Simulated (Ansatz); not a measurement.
## Worked example: correlation energy of GeH2⁻, doublet

Geometry: a point of a stretch scan, not a stationary point.

```xyz
3

Ge    0.0000   -0.0365   -0.0058
H     0.0000    1.1023   -1.1642
H     0.0000    1.5247    1.5823
```

Basis aug-cc-pVDZ; Ansatz 0.2.0. Only valence electrons are correlated (noble-gas cores and the filled d shells of p-block atoms frozen), which leaves 7 electrons in 40 orbitals. Prefix R: restricted or restricted open-shell reference. No spin–orbit coupling is included, and no scalar relativity.

Full CI isn't at hand for all of this; RCCSDTQ serves as the reference, and is uncertain by the last step of the cluster series or more.

RCCSD has a T1 diagnostic of 0.028 and a largest doubles amplitude of 0.07.

Runs differ by some tens of microhartree through their thresholds and, for an open shell, their frozen cores, so steps under 0.03 kcal/mol mean nothing.

| level | total energy (hartree) |
| --- | --- |
| RHF | -2076.429151 |
| RMP2 | -2076.534147 |
| RCCSD | -2076.563220 |
| RCCSD(T) | -2076.567767 |
| RCCSDT | -2076.568873 |
| RCCSDT(Q) | -2076.569072 |
| RCCSDTQ | -2076.569115 |

**Question.** What is the correlation energy at RCCSDTQ, and what share of it do RMP2 and RCCSD(T) recover?

**Answer.** E(corr) = -2076.569115 − (-2076.429151) = -0.139964 hartree = -3.809 eV. RMP2: -0.104996 / -0.139964 = 75.02 %. RCCSD(T): -0.138616 / -0.139964 = 99.04 %.

**Question.** By how many kcal/mol does RCCSD(T) miss RCCSDTQ (1 hartree = 627.509 kcal/mol), and which steps make up the rest?

**Answer.** -2076.567767 − (-2076.569115) = 0.001348 hartree = 0.85 kcal/mol. Steps: RCCSDT − RCCSD(T) = -0.69, RCCSDT(Q) − RCCSDT = -0.12, RCCSDTQ − RCCSDT(Q) = -0.03 kcal/mol. Differences between like states or geometries often cancel part of this.
